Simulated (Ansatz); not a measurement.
A made-up structure of NaSi2H5, singlet:

Na1  (-2.511, 1.059, 0.188)
Si2  (-0.145, 0.388, -0.790)
Si3  (0.346, -0.416, 0.637)
H4  (0.024, -0.690, -1.990)
H5  (1.009, 1.484, -1.104)
H6  (0.340, 0.599, 1.866)
H7  (1.608, -0.827, 0.212)
H8  (-0.670, -1.597, 0.981)
(Å)

It is relaxed with PBE-D4/def2-SVP and then PBE0-D4/def2-TZVP (Ansatz 0.2.0). Atoms count as bonded within 1.22 times the sum of their covalent radii (H–H: 0.88 Å). The end point is not checked to be a true minimum.

(1) Does its bonding change? (Judge from chemistry; the calculation decides.)

Answers

(1) Computed: Yes. Formed: none; broken: Na1–Si3.

Where it ends: The first stage lowers the energy by 5.90 eV in 11 steps. It ends as NaSi₂H₅ ([Na][SiH2][SiH3]):
```json
{"atom": "Na1", "x (Å)": "-2.8824", "y (Å)": "1.4922", "z (Å)": "-0.4450"}
{"atom": "Si2", "x (Å)": "-0.3558", "y (Å)": "0.5570", "z (Å)": "-0.9724"}
{"atom": "Si3", "x (Å)": "0.5527", "y (Å)": "-0.5956", "z (Å)": "0.8466"}
{"atom": "H4", "x (Å)": "-0.2195", "y (Å)": "-0.4251", "z (Å)": "-2.1038"}
{"atom": "H5", "x (Å)": "0.6958", "y (Å)": "1.5861", "z (Å)": "-1.2860"}
{"atom": "H6", "x (Å)": "0.6039", "y (Å)": "0.2872", "z (Å)": "2.0535"}
{"atom": "H7", "x (Å)": "1.9286", "y (Å)": "-1.1547", "z (Å)": "0.6793"}
{"atom": "H8", "x (Å)": "-0.3233", "y (Å)": "-1.7471", "z (Å)": "1.2277"}
```

Labels in which every atom is bracketed show which atoms are joined, not bond orders.

For scale, one of the runs: PBE0-D4/def2-TZVP relaxation, 136 basis functions, launched by `ansatz run in.yaml --threads 2 --pin off --events-out ev --progress --plain --max-ram 4352MiB`. Hardware: 2 CPU threads of an Arm Neoverse V1, shared host. Wall time about 25 s.
